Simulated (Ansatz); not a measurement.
# AlH₃ (triplet): from Hartree-Fock to the top rungs at distance Al1–H2 = 3.518 Å, cc-pVDZ

How much of the correlation energy of AlH₃ (triplet) does each wave-function method recover here?

Computed with Ansatz 0.2.0, Gaussian basis. Level: cc-pVDZ, core rule «outside noble gas», up to 5 orbitals frozen.

The runs, in order: UHF; CCSD(T) on ROHF; CCSD(T) on UHF; BCCD(T) on ROHF; CISD; CCSDT(Q) on ROHF; CCSDT(Q) on UHF; CASSCF and MRCISD+Q, 4 electrons in 4 orbitals; CASSCF and NEVPT2, 4 electrons in 4 orbitals; CASSCF and MRCISD+Q, 6 electrons in 7 orbitals; CASSCF and NEVPT2, 6 electrons in 7 orbitals; Full CI.

16 further runs of the same task are left out: 12 that didn't finish, 4 set aside as unsound or not needed.

### 1 The geometry

The geometry derives from a PBE0/def2-TZVP stationary point (not a proven minimum). One bond is set to the value named and the two fragments are kept rigid.

4 atoms, charge 0, spin multiplicity 3.

Atoms are counted from 1 here; the program's logs count them from 0.

Bond lengths: Al1–H3 1.843 Å, Al1–H4 1.843 Å, H3–H4 0.841 Å. Angles: H3–Al1–H4 26.4°, Al1–H3–H4 76.8°, Al1–H4–H3 76.8°.

### 2 UHF

File in.yaml:

```yaml
crystal:
  periodic: [false, false, false]
  atoms:
    - {symbol: Al, position_ang: [0.000000, 0.133376, -0.068803]}
    - {symbol: H, position_ang: [0.000000, -3.068708, -1.525851]}
    - {symbol: H, position_ang: [0.420650, -0.250810, 1.683821]}
    - {symbol: H, position_ang: [-0.420650, -0.250810, 1.683821]}
basis:
  gaussian: {orbitals: cc-pVDZ}
magnetization: {spin_polarized: true, initial_magnetization: 2}
hamiltonian: {xc: hf}
output: {orbitals: {seedname: orbitals}}
```

Run with:

```
> ansatz run in.yaml --threads 1 --pin off --events-out ev --progress --plain --max-ram 2393MiB
```

After this run come: CCSD(T) on ROHF; CCSD(T) on UHF; BCCD(T) on ROHF; CISD; CCSDT(Q) on ROHF; CCSDT(Q) on UHF; CASSCF and MRCISD+Q, 4 electrons in 4 orbitals; CASSCF and NEVPT2, 4 electrons in 4 orbitals; CASSCF and MRCISD+Q, 6 electrons in 7 orbitals; CASSCF and NEVPT2, 6 electrons in 7 orbitals; Full CI.

**Question.** What will the summary of the whole plan be? Wanted: FCI below the RHF energy; RMP2 from FCI; UMP2 from FCI; RCCSD from FCI; RCCSD(T) from FCI; UCCSD(T) from FCI; RCCSDT(Q) from FCI; UCCSDT(Q) from FCI; MRCISD+Q pair from FCI.

The runs gave:

| quantity | value |
| --- | --- |
| FCI below the RHF energy | -2.6115 eV |
| RMP2 from FCI | +726.1 meV |
| UMP2 from FCI | +750.5 meV |
| RCCSD from FCI | +74.0 meV |
| RCCSD(T) from FCI | +20.1 meV |
| UCCSD(T) from FCI | +19.9 meV |
| RCCSDT(Q) from FCI | +0.3 meV |
| UCCSDT(Q) from FCI | +0.2 meV |
| MRCISD+Q pair from FCI | -38.1 meV |
| NEVPT2 valence from FCI | +442.7 meV |
| MRCISD+Q valence from FCI | +21.3 meV |
| levels within 1 kcal/mol (43 meV) | RCCSD(T), UCCSD(T), BCCD(T), RCCSDT, UCCSDT, RCCSDT(Q), UCCSDT(Q), MRCISD+Q pair, MRCISD+Q valence |
| T1 diagnostic | 0.020 |
| effectively unpaired electrons | 2.08 |

What this shows: RCCSD(T) lands +20.1 meV from the yardstick (0.8 % of the correlation energy). MRCISD+Q pair falls below full CI: the +Q correction isn't variational, and the cores differ from full CI's. One determinant dominates. Of the multireference levels listed MRCISD+Q valence comes nearest in total energy (+21.3 meV), which doesn't show that its space is the better one. These misses are within one basis, not against nature; the frozen cores of restricted and unrestricted runs differ, which can shift their rows.
